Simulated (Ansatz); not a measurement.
Reaction (SMILES): C=C=O → 2 C atom + 2 H atom + O atom
B3LYP-D3(BJ)/def2-TZVP geometries, fixed; electronic energies without zero-point terms.

Basis-set convergence of the atomisation energy at MP2 with Ansatz (an electronic-structure program). Cartesian d functions, on some or all atoms, in 6-31G*, 6-31G**, 6-31+G*; all else is spherical. Cores are frozen. Open shells are unrestricted. No added dispersion term, no relativity. Functions are those of the species that has most. Reference: Hartree-Fock in aug-cc-pVQZ plus the correlation part extrapolated as X^-3 from aug-cc-pVTZ and aug-cc-pVQZ, 549.90 kcal/mol, itself unsure by roughly 1.97 kcal/mol (a third of the extrapolation step and of the last Hartree-Fock step). Deviations are taken from unrounded values.

```tsv
basis	functions	atomisation energy (kcal/mol)	minus reference (kcal/mol)
6-31G	31	452.78	-97.12
6-31G*	49	504.49	-45.41
cc-pVDZ	52	506.28	-43.62
pcseg-1	52	512.87	-37.02
6-31G**	55	514.45	-35.44
6-31+G*	61	502.73	-47.17
6-311G**	66	515.90	-34.00
6-311+G**	78	515.69	-34.21
aug-cc-pVDZ	87	511.13	-38.77
aug-pcseg-1	87	519.22	-30.68
pcseg-2	118	537.10	-12.80
6-311++G(3df,3pd)	153	539.92	-9.98
aug-cc-pVTZ	184	537.32	-12.57
aug-pcseg-2	184	539.13	-10.77
cc-pVQZ	225	543.84	-6.06
def2-QZVPPD	258	544.01	-5.88
aug-cc-pVQZ	332	545.03	-4.87
aug-pcseg-3	353	546.51	-3.38
```
